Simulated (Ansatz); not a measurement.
**C3H6F2O: one species, many methods**

Aim: compute C3H6F2O with functionals from several rungs and with coupled cluster. The yardstick is the atomisation energy at the CCSD(T) limit.

Program: Ansatz 0.2.0, Gaussian basis. Level of theory: functionals in def2-TZVPP, the program's frozen cores in correlated methods. These are calculated values, not measurements.

Plan: PBE-D4, r2SCAN-D4, PBE0-D4, B3LYP-D4, ωB97X-V, ωB97M-V, B2PLYP; CCSD(T)/def2-TZVPP; MP2/def2-QZVPP; extrapolation to the limit.

## (1) The geometry

All runs share one geometry, relaxed beforehand with PBE0-D4 in a triple-zeta def2 set.

SMILES `FCCOCF`, 12 atoms, charge 0, spin multiplicity 1.

Atoms are counted from 1 here; the program's logs count them from 0.

Bond lengths: F1–C2 1.379 Å, C2–C3 1.509 Å, C2–H7 1.093 Å, C2–H8 1.093 Å, C3–O4 1.414 Å, C3–H9 1.098 Å, C3–H10 1.094 Å, O4–C5 1.366 Å, C5–F6 1.380 Å, C5–H11 1.098 Å, C5–H12 1.091 Å. Angles: F1–C2–C3 108.7°, F1–C2–H7 108.6°, F1–C2–H8 108.7°, C3–C2–H7 110.9°, C3–C2–H8 110.7°, H7–C2–H8 109.2°, C2–C3–O4 106.8°, C2–C3–H9 110.1°, C2–C3–H10 110.1°, O4–C3–H9 110.4°, O4–C3–H10 111.0°, H9–C3–H10 108.5°, C3–O4–C5 114.4°, O4–C5–F6 111.2°, O4–C5–H11 112.0°, O4–C5–H12 107.5°, F6–C5–H11 106.4°, F6–C5–H12 107.9° and more.

## (2) PBE-D4 (GGA)

File in.yaml:

```yaml
crystal:
  periodic: [false, false, false]
  atoms:
    - {symbol: F, position_ang: [-2.818638, -0.101057, -0.144125]}
    - {symbol: C, position_ang: [-1.599082, -0.722554, -0.312635]}
    - {symbol: C, position_ang: [-0.504521, 0.255610, 0.037478]}
    - {symbol: O, position_ang: [0.722995, -0.418801, -0.157565]}
    - {symbol: C, position_ang: [1.823104, 0.287951, 0.236622]}
    - {symbol: F, position_ang: [2.056890, 1.356815, -0.604494]}
    - {symbol: H, position_ang: [-1.561486, -1.599668, 0.339009]}
    - {symbol: H, position_ang: [-1.510908, -1.043680, -1.353815]}
    - {symbol: H, position_ang: [-0.603914, 0.575500, 1.083347]}
    - {symbol: H, position_ang: [-0.571556, 1.139777, -0.603969]}
    - {symbol: H, position_ang: [1.702698, 0.706540, 1.244975]}
    - {symbol: H, position_ang: [2.682420, -0.381534, 0.174471]}
basis:
  gaussian: {orbitals: def2-TZVPP}
hamiltonian: {xc: pbe, dispersion: d4}
output: {forces: true, orbitals: {seedname: orbitals}}
```

The run is started by

```bash
$ ansatz run in.yaml --threads 4 --pin off --events-out ev --progress --plain --max-ram 10444MiB
```

After this run come: r2SCAN-D4 (meta-GGA); PBE0-D4 (hybrid); B3LYP-D4 (hybrid); ωB97X-V (range-separated); ωB97M-V (range-separated); B2PLYP (double hybrid); CCSD(T) in def2-TZVPP; MP2 in def2-QZVPP.

**Question.** What will the summary of the whole plan be? Wanted: atomisation energy, CCSD(T)/CBS; farthest; mean size of error, hybrid; mean size of error, range-separated; gap, smallest and largest; T1 diagnostic; triples share of the correlation energy.

The runs gave:

| quantity | value |
| --- | --- |
| atomisation energy, CCSD(T)/CBS | 1117.2 kcal/mol |
| functionals within 5.6 kcal/mol (0.5 %) | r2SCAN-D4, PBE0-D4, B3LYP-D4, ωB97X-V, ωB97M-V |
| farthest | PBE-D4 (+32.7 kcal/mol) |
| mean size of error, hybrid | 3.2 kcal/mol |
| mean size of error, range-separated | 2.8 kcal/mol |
| gap, smallest and largest | 7.48 eV (PBE-D4), 14.53 eV (ωB97X-V) |
| T1 diagnostic | 0.0112 |
| triples share of the correlation energy | 3.3 % |

PBE-D4 is off by +32.7 kcal/mol. Double hybrids carry the basis error of their MP2 part in triple zeta, and no dispersion term here, so their miss is partly the set-up's. Misses under about 5.6 kcal/mol are within the doubt on the reference itself, which lacks core-valence correlation, relativity and higher excitations. Hartree-Fock recovers 71 % of the binding; the rest is correlation. Orbital gaps span 7.5 to 14.5 eV; exact exchange widens them.
